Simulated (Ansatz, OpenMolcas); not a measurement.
## How basis sets differ on PH2 (SMILES [PH2])

PH2 has 3 atoms, charge 0, and is taken as a doublet. As SMILES, `[PH2]`. The shape is that of a PBE0-D4/def2-TZVP optimisation.

```xyz
3

P     0.5257   -0.3094    0.2582
H     0.1146    1.0515    0.1767
H    -0.6404   -0.7421   -0.4350
```

Each level gives the vertical energy of the quartet above the doublet (eV). The values are calculated.

| level | kind | program | value (eV) | CPU time (all runs) |
| --- | --- | --- | --- | --- |
| UPBE0/3-21G | global hybrid | OpenMolcas | 6.66 | 6.8 s |
| UPBE0/pcseg-0 | global hybrid | OpenMolcas | 6.75 | 6.6 s |
| UPBE0/6-31G* (spherical functions) | global hybrid | Ansatz | 6.21 | 2.4 s |
| UPBE0/cc-pVTZ | global hybrid | Ansatz | 6.07 | 5.5 s |

The values span 6.07 to 6.75 eV. Times are those of the runs behind each value, whatever else they computed, on shared processors of several kinds: orders of magnitude only.
